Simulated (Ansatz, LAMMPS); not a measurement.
# Ladder of methods for the electronic dielectric constant ε∞ of cubic perovskite SrTiO3 (cubic form, which distorts at low temperature)

Reference value: 5.2 (measured, temperature not stated, not corrected to a static lattice; as tabulated in Pishtshev (2010), arXiv:1006.0353).

| level (code) | value | cell (Å³/atom) | difference (%) |
|---|---|---|---|
| ionic model akhtar1995 (shell model, LAMMPS) | 5.70 | 11.83 | +9.6 |
| LDA (Ansatz) | 6.30 ± 0.02 | 11.45 | +21 |
| PBE (Ansatz) | 6.29 ± 0.02 | 12.20 | +21 |
| PBEsol (Ansatz) | 6.31 ± 0.02 | 11.78 | +21 |
| r²SCAN (Ansatz) | 5.64 ± 0.02 | 11.93 | +8.5 |

Once the reference is moved by up to 5.0 % (a margin picked here for doubts on the reference and the settings, and for temperature and zero-point motion) and values within 1.7 % count as equal, the nearest can be r²SCAN (+8.5 %) or ionic model akhtar1995 (+9.6 %). By the same margin the farthest can be PBEsol (+21 %), LDA (+21 %) or PBE (+21 %). All 5 levels lie above the reference.

The reference isn't brought to a static lattice, while the calculations are for one, so the differences are not the levels' errors alone.  A ± on a computed value is a rough bar: the spread of its extrapolation, a floor set from checks against published values, or a statistical error. Ionic model akhtar1995, LDA, PBE, PBEsol, r²SCAN: the relaxation could not lower the start's symmetry, so the cell can be a saddle point above a distorted one. Each level is taken at its own relaxed cell. Cutoffs differ between the levels. Ansatz's density-functional and Hartree–Fock values are scalar-relativistic unless marked +SOC, with PAW data made under PBE.

Empirical potentials (ionic model akhtar1995) are fitted to chosen data: where that held the value shown, agreement is built in, and what lay outside the fit can be far off.

Differences are worked out from the printed values.

Ansatz is an electronic-structure program.
